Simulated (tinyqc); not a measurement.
UHF in the sto-3g basis, for NH, spin multiplicity 3, step by step. One step of it, computed by the program tinyqc.

Problem. Iteration 1: building the Fock matrix. J_ij = sum D_kl (ij|kl) with D = D(alpha) + D(beta), K_ij = sum D_kl (ik|jl) for each spin; F = H + J - K(s); E = tr D H + tr D J / 2 - 0.5 sum_s tr D(s) K(s) + E_nn.

D(alpha) at the start, order 1N 1s, 1N 2s, 1N 2px, 1N 2py, 1N 2pz, 2H 1s:
$$\begin{pmatrix}
0.807151 & -0.463221 & -0.023529 & 0.023288 & -0.396334 & 0.078387 \\
-0.463221 & 1.175779 & -0.016593 & 0.016423 & -0.032421 & -0.596345 \\
-0.023529 & -0.016593 & 0.997838 & 0.002140 & -0.033559 & -0.000355 \\
0.023288 & 0.016423 & 0.002140 & 0.997882 & 0.033215 & 0.000351 \\
-0.396334 & -0.032421 & -0.033559 & 0.033215 & 0.686306 & -0.551703 \\
0.078387 & -0.596345 & -0.000355 & 0.000351 & -0.551703 & 1.440441
\end{pmatrix}$$

D(beta) at the start, order 1N 1s, 1N 2s, 1N 2px, 1N 2py, 1N 2pz, 2H 1s:
$$\begin{pmatrix}
0.185116 & -0.311081 & 0.168982 & 0.185014 & -0.149305 & 0.334806 \\
-0.311081 & 0.818692 & 0.039891 & -0.065477 & 0.277081 & -0.933249 \\
0.168982 & 0.039891 & 0.904724 & -0.034201 & -0.229785 & 0.009064 \\
0.185014 & -0.065477 & -0.034201 & 0.950228 & 0.017959 & -0.102613 \\
-0.149305 & 0.277081 & -0.229785 & 0.017959 & 0.160407 & -0.336451 \\
0.334806 & -0.933249 & 0.009064 & -0.102613 & -0.336451 & 1.099714
\end{pmatrix}$$

core Hamiltonian H = T + V (hartree), order 1N 1s, 1N 2s, 1N 2px, 1N 2py, 1N 2pz, 2H 1s:
$$\begin{pmatrix}
-24.645574 & -5.667215 & 0.000000 & 0.000000 & -0.011751 & -0.967850 \\
-5.667215 & -6.703710 & 0.000000 & 0.000000 & -0.142598 & -2.239736 \\
0.000000 & 0.000000 & -5.324700 & 0.000000 & 0.000000 & 0.000000 \\
0.000000 & 0.000000 & 0.000000 & -5.324700 & 0.000000 & 0.000000 \\
-0.011751 & -0.142598 & 0.000000 & 0.000000 & -5.418685 & -1.822261 \\
-0.967850 & -2.239736 & 0.000000 & 0.000000 & -1.822261 & -3.570566
\end{pmatrix}$$

Two-electron integrals (ij|kl) in chemists' order, unique and non-zero (hartree):
```
(11|11) 4.166630   (21|11) 0.640849   (21|21) 0.117461   (22|11) 0.969864
(22|21) 0.220936   (22|22) 0.708245   (31|31) 0.020960   (32|31) 0.032452
(32|32) 0.156449   (33|11) 0.967124   (33|21) 0.220977   (33|22) 0.708086
(33|33) 0.762805   (41|41) 0.020960   (42|41) 0.032452   (42|42) 0.156449
(43|43) 0.041119   (44|11) 0.967124   (44|21) 0.220977   (44|22) 0.708086
(44|33) 0.680568   (44|44) 0.762805   (51|51) 0.020960   (52|51) 0.032452
(52|52) 0.156449   (53|53) 0.041119   (54|54) 0.041119   (55|11) 0.967124
(55|21) 0.220977   (55|22) 0.708086   (55|33) 0.680568   (55|44) 0.680568
(55|55) 0.762805   (61|11) 0.109496   (61|21) 0.019930   (61|22) 0.037342
(61|33) 0.037248   (61|44) 0.037248   (61|51) 0.001032   (61|52) 0.001952
(61|55) 0.037537   (61|61) 0.003437   (62|11) 0.284674   (62|21) 0.065730
(62|22) 0.234901   (62|33) 0.229940   (62|44) 0.229940   (62|51) 0.005503
(62|52) 0.043039   (62|55) 0.244596   (62|61) 0.011483   (62|62) 0.101838
(63|31) 0.006479   (63|32) 0.038236   (63|53) 0.008516   (63|63) 0.012974
(64|41) 0.006479   (64|42) 0.038236   (64|54) 0.008516   (64|64) 0.012974
(65|11) 0.231645   (65|21) 0.054131   (65|22) 0.205908   (65|33) 0.196141
(65|44) 0.196141   (65|51) 0.010415   (65|52) 0.073342   (65|55) 0.225208
(65|61) 0.009845   (65|62) 0.107180   (65|65) 0.124033   (66|11) 0.443080
(66|21) 0.103923   (66|22) 0.425772   (66|33) 0.406190   (66|44) 0.406190
(66|51) 0.010561   (66|52) 0.114333   (66|55) 0.464371   (66|61) 0.018318
(66|62) 0.238852   (66|65) 0.281285   (66|66) 0.774606
```

nuclear repulsion = 3.15254509 hartree

Give: Coulomb J; exchange K(alpha); exchange K(beta); F(alpha); F(beta); total energy of this density.

Solution.

Coulomb J (hartree), order 1N 1s, 1N 2s, 1N 2px, 1N 2py, 1N 2pz, 2H 1s:
$$\begin{pmatrix}
9.5529 & 1.9159 & 0.0077 & 0.0042 & -0.0146 & 0.3241 \\
1.9159 & 5.3870 & 0.0174 & -0.0096 & 0.0712 & 1.8711 \\
0.0077 & 0.0174 & 5.3938 & -0.0026 & -0.0215 & -0.0006 \\
0.0042 & -0.0096 & -0.0026 & 5.3975 & 0.0025 & -0.0028 \\
-0.0146 & 0.0712 & -0.0215 & 0.0025 & 5.3585 & 1.7016 \\
0.3241 & 1.8711 & -0.0006 & -0.0028 & 1.7016 & 3.8820
\end{pmatrix}$$

exchange K(alpha) (hartree), order 1N 1s, 1N 2s, 1N 2px, 1N 2py, 1N 2pz, 2H 1s:
$$\begin{pmatrix}
2.9609 & 0.3352 & -0.0275 & 0.0272 & -0.4273 & -0.0682 \\
0.3352 & 0.9718 & -0.0204 & 0.0202 & -0.2933 & 0.2571 \\
-0.0275 & -0.0204 & 0.9659 & 0.0015 & -0.0243 & -0.0125 \\
0.0272 & 0.0202 & 0.0015 & 0.9659 & 0.0240 & 0.0124 \\
-0.4273 & -0.2933 & -0.0243 & 0.0240 & 0.6207 & 0.1403 \\
-0.0682 & 0.2571 & -0.0125 & 0.0124 & 0.1403 & 0.7315
\end{pmatrix}$$

exchange K(beta) (hartree), order 1N 1s, 1N 2s, 1N 2px, 1N 2py, 1N 2pz, 2H 1s:
$$\begin{pmatrix}
0.5502 & 0.0426 & 0.1775 & 0.1617 & -0.0571 & 0.0299 \\
0.0426 & 0.4680 & 0.0797 & -0.0372 & 0.0002 & 0.0416 \\
0.1775 & 0.0797 & 0.7891 & -0.0247 & -0.1640 & -0.0251 \\
0.1617 & -0.0372 & -0.0247 & 0.8219 & -0.0080 & -0.0488 \\
-0.0571 & 0.0002 & -0.1640 & -0.0080 & 0.1653 & 0.0774 \\
0.0299 & 0.0416 & -0.0251 & -0.0488 & 0.0774 & 0.4063
\end{pmatrix}$$

F(alpha) (hartree), order 1N 1s, 1N 2s, 1N 2px, 1N 2py, 1N 2pz, 2H 1s:
$$\begin{pmatrix}
-18.0536 & -4.0866 & 0.0352 & -0.0230 & 0.4009 & -0.5756 \\
-4.0866 & -2.2885 & 0.0378 & -0.0298 & 0.2219 & -0.6258 \\
0.0352 & 0.0378 & -0.8968 & -0.0042 & 0.0028 & 0.0119 \\
-0.0230 & -0.0298 & -0.0042 & -0.8931 & -0.0216 & -0.0152 \\
0.4009 & 0.2219 & 0.0028 & -0.0216 & -0.6809 & -0.2609 \\
-0.5756 & -0.6258 & 0.0119 & -0.0152 & -0.2609 & -0.4201
\end{pmatrix}$$

F(beta) (hartree), order 1N 1s, 1N 2s, 1N 2px, 1N 2py, 1N 2pz, 2H 1s:
$$\begin{pmatrix}
-15.6428 & -3.7939 & -0.1698 & -0.1575 & 0.0307 & -0.6737 \\
-3.7939 & -1.7848 & -0.0623 & 0.0276 & -0.0716 & -0.4103 \\
-0.1698 & -0.0623 & -0.7200 & 0.0220 & 0.1425 & 0.0245 \\
-0.1575 & 0.0276 & 0.0220 & -0.7491 & 0.0105 & 0.0460 \\
0.0307 & -0.0716 & 0.1425 & 0.0105 & -0.2255 & -0.1981 \\
-0.6737 & -0.4103 & 0.0245 & 0.0460 & -0.1981 & -0.0948
\end{pmatrix}$$

total energy of this density = -33.352238 hartree
